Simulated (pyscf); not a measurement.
## Four-centre exchange: `[OH][Ge]([OH])([OH])[OH]` + `[FH]` → `[OH][Ge]([OH])([OH])[F]` + `[OH2]`

Gas phase, singlet surface, charge 0. Bonds broken: Ge1–O2, F10–H11. Bonds formed: Ge1–F10, O2–H11. Optimised with ωB97X-D3(BJ)/def2-SVP in PySCF.

Transition state (Å):

```xyz
11

Ge    -0.7662     0.1313    -0.1828
O     -0.2759     1.5728     1.0275
O      0.5953     0.2801    -1.2844
O     -2.0993     0.6380    -1.1937
O     -0.5095    -1.4262     0.5746
H     -0.2169     2.4433     0.6091
H      1.2871    -0.3576    -1.0716
H     -2.8857     0.6916    -0.6330
H     -1.1395    -1.5187     1.3030
F     -2.1612     0.4374     1.4056
H     -1.2383     1.3395     1.4955
```

One imaginary mode, 383i cm⁻¹; descent along it reached the two sides named, in the forms told below.

```tsv
bond	change	reactant side (Å)	saddle	product side
Ge1–O2	breaks	1.806	1.945	2.234
F10–H11	breaks	0.958	1.294	3.3
Ge1–F10	forms	2.8	2.136	1.735
O2–H11	forms	1.626	1.095	0.970
```

Electronic energies relative to the separated reactants (kcal/mol):

| level | barrier | reaction energy | reverse barrier |
|---|---|---|---|
| ωB97X-D3(BJ)/def2-TZVP | 3.9 | -5.8 | 9.7 |
| PBE/def2-TZVP | 0.0 | -6.5 | 6.5 |
| r²SCAN/def2-TZVP | 0.0 | -6.6 | 6.6 |
| B3LYP-D3(BJ)/def2-TZVP | 3.4 | -6.3 | 9.7 |
| PBE0-D3(BJ)/def2-TZVP | 2.4 | -5.7 | 8.1 |
| M06-2X/def2-TZVP | 3.7 | -5.8 | 9.4 |
| ωB97M-D3(BJ)/def2-TZVP | 3.6 | -6.2 | 9.7 |
| HF/def2-TZVP | 19.1 | -7.4 | 26.5 |

With ωB97M-D3(BJ)/def2-TZVP energies and thermal terms (ideal gas, 1 atm, RRHO with modes under 100 cm⁻¹ raised to 100, one conformer, R ln 2 for rigid chiral ones), in kcal/mol:

| T (K) | ΔH‡ | ΔG‡ | ΔH | ΔG |
|---|---|---|---|---|
| 298 | 3.9 | 15.3 | -5.9 | -6.9 |
| 600 | 3.1 | 27.2 | -6.3 | -7.8 |
| 900 | 3.0 | 39.2 | -6.8 | -8.4 |
| 1200 | 3.2 | 51.3 | -7.2 | -8.9 |

On the reactant side the descent ends in a bound adduct, 9.7 kcal/mol under the separated species and 13.6 kcal/mol under the saddle at ωB97X-D3(BJ)/def2-TZVP. On the product side the descent ends in an adduct with a Ge–O contact (not fully relaxed), 8.3 kcal/mol under the separated species and 18.0 kcal/mol under the saddle at ωB97X-D3(BJ)/def2-TZVP. What is counted as broken (Ge–O) persists as a longer contact in the product adduct; parting that adduct is a step of its own. This is the saddle that the search found; another between the same sides may lie lower. Elements up to Kr have no core potential and no relativistic terms here.
